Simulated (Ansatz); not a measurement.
Saddle point of CH₄OSi, closed shell (CH₂OSi ([O][CH][SiH]) + H₂ → CH₄OSi ([OH][CH][SiH2]); bonds formed: H1–O5, Si2–H6; bonds broken: H1–Si2, H1–H6), PBE0-D4/def2-TZVP structure:

H1  (-0.506, -0.497, 0.991)
Si2  (0.644, -0.914, -0.712)
C3  (-0.397, 0.670, -0.444)
H4  (-0.510, 1.490, -1.179)
O5  (-1.091, 0.742, 0.578)
H6  (-0.009, -1.243, 0.879)
H7  (1.870, -0.248, -0.113)
(Å)

Energies are electronic, without zero-point energy. Barriers and step energies count from the start structure reached by relaxing down the imaginary mode; all methods use the PBE0-D4 structures, on which another method's saddle can fall below an end. Ansatz 0.2.0; basis: def2-TZVPP, with def2-QZVPP for the basis limit; cores frozen in the correlated methods. B3LYP uses VWN-RPA correlation. Extrapolation: Hartree–Fock as exp(−7.88 √X), correlation as X^−2.97.

| method | barrier (kcal/mol) | step energy (kcal/mol) |
| --- | --- | --- |
| SPW92 | -1.25 | -27.74 |
| PBE-D4 | 2.06 | -24.48 |
| BLYP-D4 | 3.20 | -23.31 |
| r2SCAN-D4 | 3.00 | -27.74 |
| B97M-V | 3.79 | -26.18 |
| PBE0-D4 | 3.84 | -26.79 |
| B3LYP-D4 | 4.54 | -25.51 |
| r2SCAN0-D4 | 4.43 | -28.76 |
| BHLYP-D4 | 6.36 | -27.56 |
| CAM-B3LYP-D4 | 4.67 | -26.55 |
| wB97X-V | ? | -25.93 |
| wB97M-V | 5.13 | -24.53 |
| B2PLYP | 4.82 | -26.91 |
| PBE-QIDH | 4.58 | -28.85 |
| RPA on PBE | 3.87 | -26.67 |
| HF | ? | -27.35 |
| MP2 | ? | -29.11 |
| CCSD | 5.98 | -27.63 |
| CCSD(T) | 4.72 | -27.87 |

Question: Fill in the withheld barriers. (To be estimated.)

Answer: By the calculation: wB97X-V 5.17; HF 10.09; MP2 4.71 kcal/mol. Each is the energy of the saddle less that of the start structure, by the same method.

For comparison, the barrier by CCSD(T) at an estimated basis limit (MP2 extrapolated from triple and quadruple zeta, plus CCSD(T) − MP2 in triple zeta) is 5.37 kcal/mol.

The T1 diagnostic stays at or below 0.021. The restricted Hartree–Fock reference is unstable towards an unrestricted one at one or more of these structures.

Labels in which every atom is bracketed show which atoms are joined, not bond orders.

For scale, one of the runs: CCSD(T)/def2-TZVPP, 160 basis functions, launched by `ansatz run in.yaml --threads 2 --pin off --events-out ev --progress --plain --max-ram 4352MiB`. The run took 20 s on 2 CPU threads (shared host), with 1.2 GiB of host memory at its peak.
